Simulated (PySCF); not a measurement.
NMR data simulated for an unnamed compound:

¹H NMR (400 MHz, computed): δ 7.47 (s, 6H).

¹³C{¹H} NMR (computed): δ 134.0 (CH).

One computed conformer, fast rotation and ring inversion assumed for equivalent nuclei, no relativistic terms, in vacuum. Shielding tensors at PBE0/pcSseg-1 (GIAO); J couplings at B3LYP/pcJ-1 (without the spin–dipole term); PBE0-D3(BJ)/def2-SVP geometry; PySCF 2.14.

Chemical shifts δ = σref − σ; ¹H and ¹³C vs TMS, all at this level.

Question: Which of these does the molecule contain: an N-methyl group, an aldehyde, an S-methyl group, a benzene ring?

Answer: 
- An N-methyl group: no.
- An aldehyde: no.
- An S-methyl group: no.
- A benzene ring: yes.

The data belong to `c1ccccc1`, C6H6; they needn't prove each group on their own.

Carbon signals by region: 1 in the sp2 and nitrile region (100–160 ppm).

Shifts are as computed. Against solution values, carbons near 30 ppm lie about +2 ppm off and those near 130 ppm about +4 ppm. Of 246 compounds with measured shifts, 49 miss one by over three times the rms of a fit or turn the order of signals round; such compounds aren't used in these exercises.
